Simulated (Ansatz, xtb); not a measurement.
# Two isomers of C2H2O

Structure X: `C#CO`, a singlet. Structure Y: `C=C=O`, a singlet. Both are isolated molecules in the gas phase, relaxed with PBE0-D3(BJ)/def2-SVP.

X (Å):

```xyz
5

C    -0.6416   -1.0129    0.0526
C    -0.8957    0.1583    0.2140
O    -1.1752    1.4076    0.4439
H    -0.4163   -2.0515   -0.0906
H    -1.1528    1.9071   -0.3832
```

Y (Å):

```xyz
5

C     0.4339    1.6313   -0.5846
C     0.7242    0.7247   -1.4918
O     0.9804   -0.0756   -2.2925
H    -0.5393    2.1218   -0.6081
H     1.1700    1.8811    0.1796
```

Quicker runs give these differences E(Y) − E(X): GFN2-xTB −24.8 kcal/mol; HF/STO-3G −24.3 kcal/mol (at GFN2-xTB geometries); r2SCAN-D4/def2-SVP −39.9 kcal/mol (at GFN2-xTB geometries).

Task: Estimate E(Y) − E(X) at the level CCSD(T)/def2-TZVPP.

Result: Calculated at CCSD(T)/def2-TZVPP: E(Y) − E(X) = −34.3 kcal/mol, so structure Y lies lower.

The same difference at several levels:

```
               level              geometry  E(Y) − E(X) (kcal/mol)  departure from the last row (kcal/mol)  job, with rough time for the two
            GFN2-xTB              GFN2-xTB                     −24.8                                    +9.5             optimisation, 0.088 s
           HF/STO-3G              GFN2-xTB                     −24.3                                    +9.9              single point, 0.14 s
  r2SCAN-D4/def2-SVP              GFN2-xTB                     −39.9                                    −5.7              single point, 0.96 s
PBE0-D3(BJ)/def2-SVP  PBE0-D3(BJ)/def2-SVP                     −38.1                                    −3.8               optimisation, 5.8 s
       HF/def2-TZVPP  PBE0-D3(BJ)/def2-SVP                     −35.9                                    −1.6           part of the CCSD(T) run
      MP2/def2-TZVPP  PBE0-D3(BJ)/def2-SVP                     −33.9                                    +0.3           part of the CCSD(T) run
  CCSD(T)/def2-TZVPP  PBE0-D3(BJ)/def2-SVP                     −34.3                                                       single point, 9.3 s
```

As drawn, Y has 1 C=C, 1 C=O, 1 C–H in place of 1 C≡C, 1 C–O, 1 O–H.

The levels shown agree on the order. The largest departure from CCSD(T)/def2-TZVPP is that of HF/STO-3G, 9.9 kcal/mol.

With harmonic frequencies from PBE0-D3(BJ)/def2-SVP (ideal gas, rigid rotor, one conformer each, 298.15 K, 1 atm): the zero-point term adds −0.3 kcal/mol; ΔH is −34.7 and ΔG −34.4 kcal/mol.

Tabulated enthalpies of formation at 298 K are 92.7 kJ/mol for X (Active Thermochemical Tables 1.112) and −48.6 kJ/mol for Y (Active Thermochemical Tables 1.112), a difference of −33.8 kcal/mol. Calculated less tabulated ΔH, with the same thermal term: GFN2-xTB +8.5, HF/STO-3G +9.0, r2SCAN-D4/def2-SVP −6.6, PBE0-D3(BJ)/def2-SVP −4.8, HF/def2-TZVPP −2.6, MP2/def2-TZVPP −0.6, CCSD(T)/def2-TZVPP −1.0 kcal/mol.

The correlated steps freeze 3 core orbitals. Run with Ansatz 0.2.0, xtb 6.7.1; the last row on 1 thread of Intel(R) Xeon(R) 6975P-C (Granite Rapids) on a shared host.
